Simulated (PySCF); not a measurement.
Screening by computed properties: pick the candidate that meets the target.

Each SMILES stands for a single optimised conformer of the isolated species, non-relativistic unless stated. Electronic properties by PySCF.

The conformers computed, where there is a choice (atom-mapped SMILES and torsion angles):
- `[CH2:1]=[CH:2][C@@H:3]([SiH3:4])[CH2:5][S:6](=[O:7])(=[O:8])[Cl:9]`: C1–C2–C3–Si4 104°, C2–C3–C5–S6 -175°, C3–C5–S6–O7 -53°
- `[CH3:1][CH:2]([CH3:3])[C@H:4]([SiH3:5])[C:6](=[O:7])[CH2:8][C:9]#[N:10]`: C1–C2–C4–Si5 180°, C2–C4–C6–O7 54°, C4–C6–C8–C9 -48°
- `[CH2:1]=[C:2]1[CH:3]=[CH:4]/[C:5]1=[CH:6]\[CH2:7][OH:8]`: C5–C6–C7–O8 132°, H–O8–C7–C6 -57°
- `[F:1][C:2]1=[C:3]([SiH3:4])[P@@H+:5]1[c:6]1[cH:7][cH:8][n:9][cH:10][cH:11]1`: C3–P5–C6–C7 -34°
- `[CH3:1][CH:2]([CH3:3])[O:4][Si@H:5]1[CH2:6][C@@H:7]([C:8]#[N:9])[CH2:10]1`: C1–C2–O4–Si5 129°, C2–O4–Si5–C6 94°

The conformers of `C#C[C@H]1CCO[SiH2]CNC1` aren't listed.

Question: Wanted: smallest rotational constant between 0.8 GHz and 1 GHz (GFN2-xTB) and dipole moment below 4 D (PBE0/pcSseg-1), at GFN2-xTB geometries. Which candidate meets both?
A. `C=C1C=C/C1=C\CO`
B. `CC(C)[C@H]([SiH3])C(=O)CC#N`
C. `S=C=O`
D. `CC1=CC[C@@](F)(C#N)O1`
E. `C=C[C@@H]([SiH3])CS(=O)(=O)Cl`

Answer: A. Computed values:
```
                      species  smallest rotational constant  dipole moment
C=C[C@@H]([SiH3])CS(=O)(=O)Cl                     0.529 GHz         3.70 D
  CC(C)[C@H]([SiH3])C(=O)CC#N                     0.710 GHz         2.93 D
              C=C1C=C/C1=C\CO                     0.952 GHz         2.01 D
        CC1=CC[C@@](F)(C#N)O1                     1.144 GHz         4.60 D
                        S=C=O                     6.221 GHz         0.69 D
```

Question: Wanted: HOMO energy between -7.7 eV and -6.6 eV (PBE0/pcSseg-1) and HOMO–LUMO gap above 6.7 eV (PBE0/pcSseg-1), at GFN2-xTB geometries. Which candidate meets both?
A. `CC(C)[C@H]([SiH3])C(=O)CC#N`
B. `CC(C)O[Si@H]1C[C@@H](C#N)C1`
C. `FC1=C([SiH3])[P@@H+]1c1ccncc1`
D. `C#C[C@H]1CCO[SiH2]CNC1`
E. `C1(=C)/C(=C/CO)C=C1`
F. `C=C[C@@H]([SiH3])CS(=O)(=O)Cl`
G. `[C@]1(C#N)(CC=C(O1)C)F`

Answer: G. Computed values:
```csv
species,HOMO energy,HOMO–LUMO gap
FC1=C([SiH3])[P@@H+]1c1ccncc1,-11.27 eV,4.79 eV
CC(C)O[Si@H]1C[C@@H](C#N)C1,-7.97 eV,8.19 eV
C=C[C@@H]([SiH3])CS(=O)(=O)Cl,-7.78 eV,6.29 eV
CC(C)[C@H]([SiH3])C(=O)CC#N,-7.67 eV,6.41 eV
[C@]1(C#N)(CC=C(O1)C)F,-7.22 eV,7.01 eV
C1(=C)/C(=C/CO)C=C1,-6.79 eV,5.72 eV
C#C[C@H]1CCO[SiH2]CNC1,-6.40 eV,7.31 eV
```
